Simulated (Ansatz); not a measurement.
C₃H₃F₃ (`FC1CC1(F)F`), relaxed with RKS PBE-D4/def2-SVP in Ansatz 0.2.0 from a rough embedded geometry. The force threshold is 0.03 eV/Å; the program also tests the step.

The species carries charge 0 and has multiplicity 1.

Start:

```xyz
9

F    -1.082   -1.626   -0.321
C    -0.823   -0.307   -0.057
C     0.400   -0.066    0.762
C     0.383    0.410   -0.587
F     1.190   -0.287   -1.548
F     0.341    1.705   -0.978
H    -1.728    0.278    0.118
H     1.019   -0.861    1.072
H     0.299    0.754    1.537
```

(1) How much energy does the relaxation release, and in how many steps? (Estimate.)

(2) Which bonds change most? (Best estimate.)

(3) Give the relaxed structure. (Best estimate.)

Answers

(1) The calculation gave: 0.36 eV, in 5 steps.

(2) The calculation gave: C4–F5 from 1.436 to 1.349 Å; C3–C4 from 1.430 to 1.496 Å; C3–H8 from 1.055 to 1.101 Å; C2–C3 from 1.491 to 1.534 Å.

(3) The calculation gave: 
```xyz
9

F    -1.067   -1.602   -0.396
C    -0.817   -0.308   -0.056
C     0.411   -0.011    0.814
C     0.382    0.371   -0.633
F     1.161   -0.307   -1.501
F     0.296    1.676   -0.979
H    -1.731    0.291    0.108
H     1.038   -0.882    1.060
H     0.328    0.773    1.583
```
